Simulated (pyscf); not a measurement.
`[F][W]([F])([Cl])(=[Se])[SeH]` → `[F][W]([F])(=[Se])=[Se]` + `[ClH]` (elimination; singlet surface; H–Se, Cl–W broken, Cl–H formed). Structures and frequencies: ωB97X-D3(BJ)/def2-SVP in PySCF. Energies in kJ/mol from the reactant's lowest minimum found.

| level | barrier | reaction energy |
|---|---|---|
| PBE/def2-TZVP | ___ | +48.3 |
| r²SCAN/def2-TZVP | 99.2 | +61.7 |
| B3LYP-D3(BJ)/def2-TZVP | ___ | ___ |
| PBE0-D3(BJ)/def2-TZVP | 98.8 | +58.1 |
| M06-2X/def2-TZVP | 109.2 | +46.7 |
| HF/def2-TZVP | 168.0 | +30.8 |

Problem. Complete the blanks.

Solution. 
- PBE/def2-TZVP, barrier: 88.2
- B3LYP-D3(BJ)/def2-TZVP, barrier: 107.3
- B3LYP-D3(BJ)/def2-TZVP, reaction energy: +54.8

The functionals in the table span 21.0 kJ/mol in this barrier, from PBE to M06-2X. On the reactant side the descent ends in a point that may be a rotor saddle (no frequency run), 9.0 kJ/mol over the lowest minimum found and 105.2 kJ/mol under the saddle at ωB97X-D3(BJ)/def2-TZVP. This is the saddle that the search found; another between the same sides may lie lower. Elements up to Kr have no core potential and no relativistic terms here. Elements past Kr carry the def2 core potentials, without spin-orbit coupling.
